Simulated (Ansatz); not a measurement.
# CH4Si: the cost of one run

All numbers are computed with Ansatz 0.2.0 through its Python package. The levels of theory stand in the script.

## (1) The system

Bond lengths: C1–Si2 1.902 Å, C1–H3 1.088 Å, C1–H4 1.085 Å, C1–H5 1.088 Å, Si2–H6 1.455 Å. Angles: C1–Si2–H6 120.1°, Si2–C1–H3 110.6°, Si2–C1–H4 111.2°, Si2–C1–H5 110.7°, H3–C1–H4 108.1°, H3–C1–H5 108.1°, H4–C1–H5 108.1°.

No structure file is read: the coordinates are typed or built in the script.

## (2) The code

Input file ch4si.py:

```python
from dataclasses import dataclass

import ansatz as az


@dataclass
class Options:
    basis: str = "cc-pVDZ"


settings = Options()


def main() -> None:
    ch4si = (
        az.Crystal.molecule()
        .atom("C", (-0.14285, -0.38469, -0.43893))
        .atom("Si", (0.76864, 0.3435, 1.06294))
        .atom("H", (-1.19993, -0.51693, -0.21789))
        .atom("H", (0.26747, -1.35059, -0.71579))
        .atom("H", (-0.05776, 0.27762, -1.29798))
        .atom("H", (0.36443, 1.6311, 1.60766))
    )

    calc = ch4si.calculation()
    calc = calc.basis(gaussian=settings.basis)
    calc = calc.correlation(active_electrons=6, active_orbitals=7)
    for method in [None, "sc_nevpt2"]:
        r = (calc if method is None else calc.correlation(method)).run(threads=1, backend="cpu").report
        space = r["configurations"]
        state = space["states"][0]
        print(method or "casscf", f"total {r['free_energy_ev'] / 27.211386246:.6f} Ha, active-space state {state['energy']['hartree']:.6f} Ha, mean field {r['reference_energy_ev'] / 27.211386246:.6f} Ha")
        print("  determinants", state["n_determinants"], " natural occupations", [round(n, 3) for n in space["natural_occupations"]])


if __name__ == "__main__":
    main()
```

## (3) What the engine is handed

The package turns the script's settings into the engine's input (first run):

```yaml
crystal:
  periodic: [false, false, false]
  atoms:
    - { symbol: C, position_ang: [-0.14285, -0.38469, -0.43893] }
    - { symbol: Si, position_ang: [0.76864, 0.3435, 1.06294] }
    - { symbol: H, position_ang: [-1.19993, -0.51693, -0.21789] }
    - { symbol: H, position_ang: [0.26747, -1.35059, -0.71579] }
    - { symbol: H, position_ang: [-0.05776, 0.27762, -1.29798] }
    - { symbol: H, position_ang: [0.36443, 1.6311, 1.60766] }
basis:
  gaussian:
    orbitals: cc-pVDZ
correlation:
  active_space:
    window:
      electrons: 6
      orbitals: 7
```

## (4) Launch

The run is started by

```bash
$ python ch4si.py
```

**Question.** How long does this script take on 1 thread of Arm Neoverse V1, shared host, and how much memory does it need?

About 22 s, with a peak of 0.18 GiB.
